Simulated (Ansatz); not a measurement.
# How far each method lies from UCCSDT(Q) for HC–CH⁺, doublet

Geometry: that of the HC–CH, singlet, kept fixed.

```xyz
4

C     0.0000    0.0000    0.5985
C     0.0000    0.0000   -0.5985
H     0.0000    0.0000    1.6632
H     0.0000    0.0000   -1.6632
```

Basis cc-pVTZ; Ansatz 0.2.0. Only valence electrons are correlated (noble-gas cores frozen), which leaves 9 electrons in 86 orbitals. R marks a restricted (for open shells ROHF) determinant, U an unrestricted one. Active spaces: valence = (9e, 10o) chosen from the atoms' valence shells.

Full CI isn't at hand for all of this; UCCSDT(Q) serves as the reference, and is uncertain by the last step of the cluster series or more. The frozen core follows each run's orbitals, which can shift R against U totals by a few meV.

The UHF ⟨S²⟩ is 0.755, the T1 diagnostic (RCCSD) is 0.0132 and the largest doubles amplitude (RCCSD) is 0.100. The T1 diagnostic (UCCSD) is 0.0105.

| level | E − E(UCCSDT(Q)) (kJ/mol) | share of correlation (%) | wall time |
| --- | --- | --- | --- |
| RHF | 739.3 | 0.00 | – |
| UHF | 732.0 | 0.98 | – |
| RMP2 | 93.5 | 87.35 | – |
| UMP2 | 94.3 | 87.24 | – |
| RCCSD | 31.6 | 95.73 | – |
| UCCSD | 31.4 | 95.75 | – |
| RCCSD(T) | 3.4 | 99.54 | 9.5 s (H100) |
| UCCSD(T) | 3.4 | 99.54 | 8 s (H100) |
| BCCD(T) | 3.5 | 99.53 | 9 s (H100) |
| RCCSDT | 1.6 | 99.79 | – |
| UCCSDT | 1.5 | 99.80 | – |
| RCCSDT(Q) | 0.1 | 99.99 | 32 s (H100) |
| CASSCF (valence space) | 416.3 | 43.69 | – |
| NEVPT2 (valence space) | 80.3 | 89.13 | 9.5 s (H100) |
| MRCISD (valence space) | 20.8 | 97.18 | – |
| MRCISD+Q (valence space) | 3.0 | 99.59 | 10 s (H100) |

The correlation energy at UCCSDT(Q), counted from RHF, is -7.662 eV. That run took 28 s on 2 threads of AMD EPYC 7R13 with a shared H100 80 GB, shared host.

Times hold each run's SCF and search for its determinant on a shared host, so for small cases they say little of a method's own cost. Some runs computed forces too.

Natural occupations of CASSCF (valence space) about the gap: 1.983 1.979 1.977 1.937 0.983 0.064 0.025 0.024 0.018 0.011; effectively unpaired electrons, Σ n²(2−n)², 1.04.
